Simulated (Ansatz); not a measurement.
C2H3N, SMILES CC#N, the interaction energy of a dimer with the counterpoise correction

Program: the Ansatz DFT code, driven from Python.

Run as a notebook:

In [1]:
```python
import ansatz
```

In [2]:
```python
BASIS = "cc-pVDZ"
FUNCTIONAL = "r2scan"
```

In [3]:
```python
FIRST = [
    ("C", (-0.2528, 0.2913, -0.1945)),
    ("C", (0.5566, -0.6638, 0.4258)),
    ("N", (1.2113, -1.4508, 0.9151)),
    ("H", (0.137, 0.5959, -1.2111)),
    ("H", (-1.3229, -0.0452, -0.318)),
    ("H", (-0.3291, 1.2728, 0.3827)),
]
SECOND = [
    ("C", (0.3629, 3.1874, -2.1775)),
    ("C", (-0.3691, 3.3781, -1.0029)),
    ("N", (-0.9537, 3.5482, -0.0454)),
    ("H", (0.2865, 4.0669, -2.8838)),
    ("H", (1.4573, 2.9839, -1.9915)),
    ("H", (0.0106, 2.2971, -2.7984)),
]

def energy(atoms, ghosts=()):
    molecule = ansatz.Crystal.molecule()
    for symbol, xyz in atoms:
        molecule = molecule.atom(symbol, xyz)
    calc = (
        molecule.calculation()
        .basis(gaussian=BASIS)
        .functional(FUNCTIONAL)
    )
    deck = calc.input()
    if ghosts:
        deck = deck.set(ansatz.key.basis.gaussian.ghost_atoms, [{"symbol": s, "position_ang": list(xyz)} for s, xyz in ghosts])
    return ansatz.Session.from_dict(deck).plan().execute().report["free_energy_ev"]
```

In [4]:
```python
both = energy(FIRST + SECOND)
alone = energy(FIRST) + energy(SECOND)
ghosted = energy(FIRST, SECOND) + energy(SECOND, FIRST)
print(f"dimer {both:.6f} eV")
print(f"interaction, uncorrected   {23.060548 * (both - alone):8.3f} kcal/mol")
print(f"interaction, counterpoise  {23.060548 * (both - ghosted):8.3f} kcal/mol")
print(f"basis-set superposition    {23.060548 * (alone - ghosted):8.3f} kcal/mol")
```
```text
dimer -7220.456895 eV
interaction, uncorrected      0.146 kcal/mol
interaction, counterpoise     0.599 kcal/mol
basis-set superposition       0.453 kcal/mol
```

Uncorrected it is 0.146 kcal/mol, with the counterpoise correction 0.599 kcal/mol; the difference, 0.45 kcal/mol, is the superposition error. In this basis both values are repulsive.

Caveats:
- Total energies depend on the basis set; only differences at equal settings carry meaning.
- The dimer is a generated trial pose of unrelaxed monomers, not a minimum, so the figure is no binding energy, and the basis set is small.
- This level lacks the dispersion part of the attraction (electrostatics and induction are there), which can decide the sign where the interaction is weak.
- Run time: 19 s on 1 thread of Arm Neoverse V1, on a shared host, peak memory 0.23 GiB.
